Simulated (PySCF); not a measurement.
**Excitation energies in several basis sets**

Compound: C₂H₆S.
Cartesian coordinates in Å at the PBE0-D3(BJ)/def2-SVP level; atoms count from 1:
```
atom  x, y, z in Å
C1     1.300    0.427    0.283
S2     0.060    0.503   -1.024
C3    -1.269   -0.424   -0.233
H4     1.598   -0.611    0.498
H5     2.181    0.977   -0.075
H6     0.942    0.905    1.208
H7    -0.963   -1.459   -0.010
H8    -2.109   -0.452   -0.941
H9    -1.607    0.065    0.694
```

TDDFT with PBE0 (PySCF), vertical singlets, core orbitals frozen in the response, spherical d and f functions. Geometry: PBE0-D3(BJ)/def2-SVP; no solvent, vibrations or thermal averaging.

```json
{"basis": "6-31G*", "functions": "58", "diffuse": "no", "S1 (eV)": "5.83", "S2 (eV)": "7.59", "S3 (eV)": "7.82", "S4 (eV)": "8.39", "S5 (eV)": "9.01", "LUMO (eV)": "1.53", "α (au)": "37.9"}
{"basis": "6-31+G*", "functions": "70", "diffuse": "yes", "S1 (eV)": "5.32", "S2 (eV)": "5.64", "S3 (eV)": "6.18", "S4 (eV)": "6.68", "S5 (eV)": "6.93", "LUMO (eV)": "0.44", "α (au)": "42.7"}
{"basis": "def2-SVP", "functions": "76", "diffuse": "no", "S1 (eV)": "5.98", "S2 (eV)": "6.74", "S3 (eV)": "7.66", "S4 (eV)": "7.96", "S5 (eV)": "8.27", "LUMO (eV)": "1.62", "α (au)": "38.2"}
{"basis": "aug-cc-pVDZ", "functions": "127", "diffuse": "yes", "S1 (eV)": "5.20", "S2 (eV)": "5.25", "S3 (eV)": "5.94", "S4 (eV)": "6.05", "S5 (eV)": "6.40", "LUMO (eV)": "-0.07", "α (au)": "49.3"}
{"basis": "def2-TZVP", "functions": "135", "diffuse": "no", "S1 (eV)": "5.50", "S2 (eV)": "6.30", "S3 (eV)": "6.96", "S4 (eV)": "7.55", "S5 (eV)": "7.89", "LUMO (eV)": "0.99", "α (au)": "44.6"}
{"basis": "def2-TZVPD", "functions": "174", "diffuse": "yes", "S1 (eV)": "5.22", "S2 (eV)": "5.50", "S3 (eV)": "6.02", "S4 (eV)": "6.34", "S5 (eV)": "6.83", "LUMO (eV)": "0.36", "α (au)": "49.8"}
{"basis": "aug-cc-pVTZ", "functions": "280", "diffuse": "yes", "S1 (eV)": "5.20", "S2 (eV)": "5.22", "S3 (eV)": "5.89", "S4 (eV)": "6.00", "S5 (eV)": "6.37", "LUMO (eV)": "-0.10", "α (au)": "50.0"}
```

Compare the sets with the largest diffuse one.

States are compared by their number. Against the largest diffuse basis here (aug-cc-pVTZ, itself not a converged limit), sets without diffuse functions differ by up to 0.78 eV in S1 and 2.64 eV in S5; the smaller diffuse sets differ by up to 0.13 and 0.56 eV. Every set without diffuse functions puts S1 more than 0.3 eV higher, so even the lowest state needs them here. State by state, the largest deviation of a set without diffuse functions is S1 0.78, S2 2.38, S3 1.93, S4 2.38, S5 2.64 eV. The same number needn't mean the same state in each row. Against aug-cc-pVTZ the polarisability deviates by -24% in 6-31G*, -15% in 6-31+G*, -24% in def2-SVP, -1% in aug-cc-pVDZ, -11% in def2-TZVP, 0% in def2-TZVPD. A single + in a Pople set puts diffuse functions on heavy atoms only.
